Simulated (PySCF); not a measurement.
**`C(=C)=C`, C$_{3}$H$_{4}$**

Molfile (atoms numbered from 1):
```
C3H4
     RDKit          3D

  7  6  0  0  0  0  0  0  0  0999 V2000
   -1.2871   -0.0463   -0.0392 C   0  0  0  0  0  0  0  0  0  0  0  0
    0.0205   -0.0431   -0.0467 C   0  0  0  0  0  0  0  0  0  0  0  0
    1.3281   -0.0399   -0.0542 C   0  0  0  0  0  0  0  0  0  0  0  0
   -1.8517    0.5899    0.6504 H   0  0  0  0  0  0  0  0  0  0  0  0
   -1.8566   -0.6851   -0.7223 H   0  0  0  0  0  0  0  0  0  0  0  0
    1.8898    0.6479   -0.6950 H   0  0  0  0  0  0  0  0  0  0  0  0
    1.9006   -0.7248    0.5799 H   0  0  0  0  0  0  0  0  0  0  0  0
  1  2  2  0
  2  3  2  0
  1  4  1  0
  1  5  1  0
  3  6  1  0
  3  7  1  0
M  END
```

Method: PySCF 2.14.0, GIAO PW91/pcSseg-2 magnetisability, rotational g tensor and spin-rotation constants, non-relativistic, gas phase. Geometry: PBE0-D3(BJ)/def2-SVP.

Question: Give the nuclear spin-rotation constants along the inertial axes (H = +C I·J) beside the isotropic shieldings.

Answer: Rotational constants 142.8686, 8.8702, 8.8702 GHz. A star marks the isotopologue with that one atom substituted, in its own axes.
| atom | isotope | Caa (kHz) | Cbb (kHz) | Ccc (kHz) | mean (kHz) | σ (ppm) |
| --- | --- | --- | --- | --- | --- | --- |
| H4 | 1H | -7.316 | -0.346 | -0.346 | -2.669 | 26.4 |
| H5 | 1H | -7.314 | -0.346 | -0.346 | -2.669 | 26.4 |
| H6 | 1H | -7.316 | -0.346 | -0.346 | -2.669 | 26.4 |
| H7 | 1H | -7.313 | -0.346 | -0.346 | -2.668 | 26.4 |
| C1 | 13C* | 31.631 | 2.221 | 2.221 | 12.024 | 101.7 |
| C2 | 13C* | 63.510 | 4.408 | 4.408 | 24.108 | -51.1 |

Where two moments of inertia are equal or nearly so, the constants along those axes are given as their average.
For the geometry as given, no vibrational averaging.
